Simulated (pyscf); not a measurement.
Thermochemistry of product channels of HO–SiH•–OH on the doublet surface, in eV, from ωB97M-D3(BJ)/def2-TZVP energies (ideal gas, 1 atm, RRHO with modes under 100 cm⁻¹ raised to 100, one conformer, R ln 2 for chiral ones without a mode under 150 cm⁻¹). Single points on ωB97X-D3(BJ)/def2-SVP structures (PySCF, gas phase).

```csv
products,ΔE,ΔH(298 K),ΔG(600 K),ΔG(1200 K)
[O–SiH=O]• + hydrogen (H₂),+3.06,+2.79,+2.13,+1.47
[O=Si–OH]• + hydrogen (H₂),+1.55,+1.37,+0.70,+0.02
HO–Si:–OH [singlet] + H atom (H•),+1.77,+1.61,+1.05,+0.45
O=SiH–OH + H atom (H•),+2.20,+1.98,+1.45,+0.89
```

These are energies of the channels, which say nothing of barriers.
